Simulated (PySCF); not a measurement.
# r2SCAN/STO-3G run of SiH2F2 (SMILES F[SiH2]F)

What is the vertical singlet–triplet gap of SiH2F2 at r2SCAN/STO-3G? The job is set up through a Python script.

Program for the calculation: PySCF 2.14.0.

7 further runs of the same task are left out: 1 that didn't finish, 6 set aside as unsound or not needed.

## 1. The molecule

SiH2F2: 5 atoms, total charge 0, spin state singlet. As SMILES, `F[SiH2]F`. Geometry: relaxed at PBE0-D4/def2-TZVP.

Bond lengths: F1–Si2 1.586 Å, Si2–F3 1.586 Å, Si2–H4 1.474 Å, Si2–H5 1.474 Å. Angles: F1–Si2–F3 108.0°, F1–Si2–H4 108.5°, F1–Si2–H5 108.5°, F3–Si2–H4 108.5°, F3–Si2–H5 108.5°, H4–Si2–H5 114.6°.

## 2. A single-point energy at r2SCAN/STO-3G

The input, calc.py:

```python
from pyscf import gto, dft

molecule = gto.M(
    atom='''
F     -1.079010     0.538200     0.980720
Si    -0.005220    -0.000540    -0.054090
F      1.247630    -0.520590     0.766910
H     -0.590470    -1.138740    -0.786300
H      0.427070     1.121680    -0.907250
''',
    max_memory=1860,
    charge=0,
    spin=0,
    basis='sto-3g',
    verbose=3,
)

ks = dft.RKS(molecule, xc='r2scan')
ks.conv_tol = 1e-10
ks.grids.level = 5
ks.kernel()
if not ks.converged:
    ks = ks.newton().run(ks.mo_coeff, ks.mo_occ)

e_final = ks.e_tot
print(f'total energy: {e_final:.8f} hartree')
```

Run with:

```console
$ OMP_NUM_THREADS=1 python calc.py
```

Output:

```text
converged SCF energy = -484.064422238828
total energy: -484.06442224 hartree
```

Run time: 1.8 s. Hardware: 1 thread of AMD EPYC 9R45 (Zen 5), shared host; peak memory 0.21 GiB.

## 3. The triplet at the same level

The input, input.py:

```python
from pyscf import gto, dft

mol = gto.Mole()
mol.atom = '''
F     -2.039033     1.017051     1.853292
Si    -0.009864    -0.001020    -0.102215
F      2.357679    -0.983773     1.449250
H     -1.115827    -2.151907    -1.485892
H      0.807045     2.119668    -1.714454
'''
mol.spin = 2
mol.max_memory = 1860
mol.basis = 'sto-3g'
mol.unit = 'bohr'
mol.verbose = 3
mol.build()

calc0 = dft.UKS(mol)
calc0.xc = 'r2scan'
calc0.conv_tol = 1e-10
calc0.grids.level = 5
calc0.kernel()
if not calc0.converged:
    calc0 = calc0.newton().run(calc0.mo_coeff, calc0.mo_occ)

e_tot = calc0.e_tot
print('Final energy', e_tot)
```

Run with:

```console
$ OMP_NUM_THREADS=1 python input.py
```

Output:

```text
WARN: HOMO 0.104607162793474 >= LUMO -0.354112675149171

WARN: HOMO 0.17484104489059 >= LUMO 0.0883654784290135

WARN: HOMO 0.217112231458805 >= LUMO -0.0900996824748396

WARN: HOMO 0.213711079313096 >= LUMO -0.134938979827663

WARN: HOMO 0.227567443961464 >= LUMO -0.130374309954583

WARN: HOMO 0.22367989649634 >= LUMO -0.121636517741084

WARN: HOMO 0.223809110341481 >= LUMO -0.123455735777083

WARN: HOMO 0.223347367296743 >= LUMO -0.121104066813493

WARN: HOMO 0.223099179453234 >= LUMO -0.120600953933916

WARN: HOMO 0.222982095414952 >= LUMO -0.120483249186696

WARN: HOMO 0.222863574134031 >= LUMO -0.12044175919658

WARN: HOMO 0.222850482948265 >= LUMO -0.120429404950052

WARN: HOMO 0.222843725077089 >= LUMO -0.120416166311715

WARN: HOMO 0.222842645214089 >= LUMO -0.120413223369873

WARN: HOMO 0.222842647736823 >= LUMO -0.120413006112828

WARN: HOMO 0.22284248822453 >= LUMO -0.120413118719098

converged SCF energy = -483.693856775759  <S^2> = 2.0071769  2S+1 = 3.0047808
Final energy -483.6938567757587
```

Run time: 5.1 s. Hardware: 1 thread of AMD EPYC 9R45 (Zen 5), shared host; peak memory 0.23 GiB.

## 4. Summary of results

Level: r2SCAN/STO-3G.

| quantity | value |
| --- | --- |
| singlet: total energy | -484.06442 Eh |
| singlet: dipole moment | 0.66 D |
| singlet: HOMO energy | -3.77 eV |
| singlet: LUMO energy | 6.89 eV |
| singlet: HOMO–LUMO gap | 10.66 eV |
| triplet: total energy | -483.69386 Eh |
| triplet: dipole moment | 0.04 D |
| triplet: ⟨S²⟩ | 2.007 |
| vertical energy of the triplet above the singlet | 10.084 eV |

What this shows: At this shape the triplet lies 10.08 eV (233 kcal/mol) above the singlet. In a minimal basis such a difference can be off by several eV, whatever the method. Mulliken charges (singlet) run from -0.26 on F1 to +0.82 on Si2; they depend strongly on the basis.
